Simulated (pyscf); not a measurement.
Cl–GeH₂–Cl + H₂O → HCl + HO–GeH₂–Cl (four-centre exchange; singlet surface; Cl–Ge, H–O broken, Cl–H, Ge–O formed). Optimised with ωB97X-D3(BJ)/def2-SVP in PySCF. Rate constants from transition-state theory, ωB97M-D3(BJ)/def2-TZVP energies (ideal gas, 1 atm, RRHO with modes under 100 cm⁻¹ raised to 100, one conformer, R ln 2 for chiral ones without a mode under 150 cm⁻¹; no tunnelling), k in cm³ molecule⁻¹ s⁻¹.

| T (K) | 1000/T | log10 k |
|---|---|---|
| 298 | 3.354 | -30.04 |
| 600 | 1.667 | -21.64 |
| 900 | 1.111 | ? |
| 1200 | 0.833 | -17.10 |

Fit an Arrhenius line to the three values, give the activation energy, and predict k at 900 K.

Least squares gives log10 k = -12.95 − 5.11 × 1000/T, so Ea = 5.11 × ln 10 × 1.987 = 23.4 kcal/mol, against an electronic barrier of 22.0. At 900 K the line gives -18.63; the computed value is -18.69 (ΔG‡ = 53.7 kcal/mol), a factor 1.2 under the line, since the plot is curved. On the reactant side the descent ends in a complex, 5.9 kcal/mol under the separated species and 28.4 kcal/mol under the saddle at ωB97X-D3(BJ)/def2-TZVP. On the product side the descent ends in a complex, 5.8 kcal/mol under the separated species and 18.0 kcal/mol under the saddle at ωB97X-D3(BJ)/def2-TZVP. One saddle was located; it need not be the lowest between these sides. Elements up to Kr have no core potential and no relativistic terms here.
